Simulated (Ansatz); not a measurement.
# bcc Ba

Calculation: r²SCAN in Ansatz (plane waves, PAW).

Numerical settings: plane-wave cutoff 600 eV, 16×16×16 k mesh, Fermi–Dirac smearing 0.1 eV, finite displacements, force constants from a 4×4×4 q mesh, scalar-relativistic PAW data made under PBE.

Cell: relaxed at this level.

```json
{
 "zero_point_energy": "0.009 eV/atom"
}
```

Spin–orbit coupling is not included.

The result took roughly 90 core-minutes.

Ansatz is a quantum-chemistry and plane-wave program.
